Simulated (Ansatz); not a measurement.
System: NaSbP₂S₆ (P2₁, No. 4; cell taken from a computed entry). Method: PBEsol (PAW; Ansatz, a quantum-chemistry and plane-wave program).

Settings: plane-wave cutoff 520 eV, 6×6×4 k mesh (along the axes of the cell as run), Fermi–Dirac smearing 0.01 eV, scalar-relativistic PAW data made under PBE.

Cell (relaxed with PBEsol):

```cif
data_Na2P4S12Sb2
_chemical_formula_sum 'Na2 Sb2 P4 S12'
_space_group_name_H-M_alt 'P 1'
_space_group_IT_number 1
_cell_length_a 6.45539
_cell_length_b 7.38011
_cell_length_c 9.26538
_cell_angle_alpha 90.000
_cell_angle_beta 92.137
_cell_angle_gamma 90.000
loop_
_space_group_symop_operation_xyz
  'x, y, z'
loop_
_atom_site_label
_atom_site_type_symbol
_atom_site_fract_x
_atom_site_fract_y
_atom_site_fract_z
_atom_site_occupancy
Na1 Na 0.69470 0.54879 0.50199 1
Na2 Na 0.30530 0.04879 0.49801 1
Sb1 Sb 0.80552 0.26819 0.98441 1
Sb2 Sb 0.19448 0.76819 0.01559 1
P1 P 0.68598 0.82845 0.81917 1
P2 P 0.31402 0.32845 0.18083 1
P3 P 0.81305 0.04735 0.68277 1
P4 P 0.18695 0.54735 0.31723 1
S1 S 0.64827 0.94786 0.01936 1
S2 S 0.35173 0.44786 0.98064 1
S3 S 0.06668 0.12576 0.81071 1
S4 S 0.93332 0.62576 0.18929 1
S5 S 0.86819 0.94298 0.49230 1
S6 S 0.13181 0.44298 0.50770 1
S7 S 0.59863 0.24617 0.70266 1
S8 S 0.40137 0.74617 0.29734 1
S9 S 0.91269 0.63230 0.82351 1
S10 S 0.08731 0.13230 0.17649 1
S11 S 0.41922 0.73884 0.72709 1
S12 S 0.58078 0.23884 0.27291 1
```

Question: Predict the band gap, smallest direct gap on the k points sampled and Γ–Γ gap.

Answer: 
- band gap: 2.00 eV
- smallest direct gap on the k points sampled: 2.09 eV
- Γ–Γ gap: 2.25 eV

Spin–orbit coupling is not included.

Static lattice: no zero-point or thermal effects.

Computing time: roughly 30 core-minutes.
